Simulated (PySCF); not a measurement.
A structure optimised at GFN2-xTB (Å):
```
atom  x, y, z in Å
N1    -0.5037    0.0143   -0.0242
C2     0.7442   -0.0191    0.0263
O3     1.8622   -0.0491    0.0695
H4    -1.0248    0.8961   -0.0404
H5    -1.0694   -0.8394   -0.0483
```

Charge +1, singlet.

Task: Read off the bonds between heavy atoms and their formal orders.

Result: N1–C2 1.25 Å (single); C2–O3 1.12 Å (triple). Bonds to hydrogen (Å): N1–H4 1.02; N1–H5 1.02. The orders are those of one drawing; other resonance forms can be drawn.

Task: Give the structure as a SMILES string.

Result: `NC#[O+]`, [CH2NO]+, H2NCO+.

Task: Name the point group.

Result: C2v (tolerance 0.08 Å).

Task: Describe the place of each heavy atom.

Result: N1: nitrogen bonded to C and 2 H; C2: triply bonded carbon; O3: oxygen bonded to C.

Task: What is the arrangement about C2?

Result: It has 2 neighbours (N1, O3) and is linear (angle 179.9°).

Task: What is the arrangement about N1?

Result: It has 3 neighbours (C2, H4, H5) and is planar (angles 122.1°, 122.0° and 115.9°, sum 360.0°, 0.00 Å off the plane of its three neighbours).

All values are computed, not measured.
